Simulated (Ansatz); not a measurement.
# Relaxing a trial structure of C4H9+

The starting geometry of this gas-phase singlet is a saddle point at B3LYP/6-31G*, pushed by 0.25 Å along its imaginary mode; its bonds are those of `C[C+](C)C`.

```xyz
13

C    -2.3483   -1.1799   -0.6407
C    -0.8975   -1.4083   -0.6705
C    -0.3537   -2.5500   -1.4277
C     0.0033   -0.4902    0.0523
H    -2.6194   -0.8647   -1.6912
H    -2.6669   -0.4117    0.0692
H    -2.9053   -2.1446   -0.5088
H    -1.0928   -3.1625   -1.9117
H     0.2745   -3.1434   -0.7324
H     0.3847   -2.1508   -2.1409
H    -0.2013   -0.6883    1.1689
H    -0.3301    0.5828   -0.0868
H     1.0722   -0.6382   -0.1589
```

Problem. Predict what it relaxes into with B3LYP/6-31G*.

Solution. It keeps its bonds, and is `C[C+](C)C`.

The energy falls by 0.08 eV over 11 steps:

| step | E − E(last) (eV) |
| --- | --- |
| 1 | 0.076 |
| 2 | 0.007 |
| 3 | 0.000 |
| 4 | 0.000 |
| 5 | 0.000 |
| 7 | 0.000 |
| 8 | 0.000 |
| 9 | 0.000 |
| 10 | 0.000 |
| 11 | 0.000 |

Final geometry (Å):

```json
{"atom": "C", "x (Å)": "-2.3492", "y (Å)": "-1.1809", "z (Å)": "-0.6447"}
{"atom": "C", "x (Å)": "-0.9008", "y (Å)": "-1.4050", "z (Å)": "-0.6677"}
{"atom": "C", "x (Å)": "-0.3426", "y (Å)": "-2.5293", "z (Å)": "-1.4263"}
{"atom": "C", "x (Å)": "-0.0087", "y (Å)": "-0.5031", "z (Å)": "0.0678"}
{"atom": "H", "x (Å)": "-2.6398", "y (Å)": "-0.8980", "z (Å)": "-1.6756"}
{"atom": "H", "x (Å)": "-2.6759", "y (Å)": "-0.3999", "z (Å)": "0.0435"}
{"atom": "H", "x (Å)": "-2.8859", "y (Å)": "-2.1249", "z (Å)": "-0.4705"}
{"atom": "H", "x (Å)": "-1.0852", "y (Å)": "-3.1541", "z (Å)": "-1.9238"}
{"atom": "H", "x (Å)": "0.2773", "y (Å)": "-3.1396", "z (Å)": "-0.7463"}
{"atom": "H", "x (Å)": "0.3858", "y (Å)": "-2.1373", "z (Å)": "-2.1566"}
{"atom": "H", "x (Å)": "-0.2151", "y (Å)": "-0.6607", "z (Å)": "1.1440"}
{"atom": "H", "x (Å)": "-0.2944", "y (Å)": "0.5457", "z (Å)": "-0.1023"}
{"atom": "H", "x (Å)": "1.0538", "y (Å)": "-0.6626", "z (Å)": "-0.1210"}
```

Frequencies at the end show an imaginary mode, so it is a saddle point. Run with Ansatz 0.2.0, 29 s on 1 thread of Arm Neoverse V1, on a shared host.
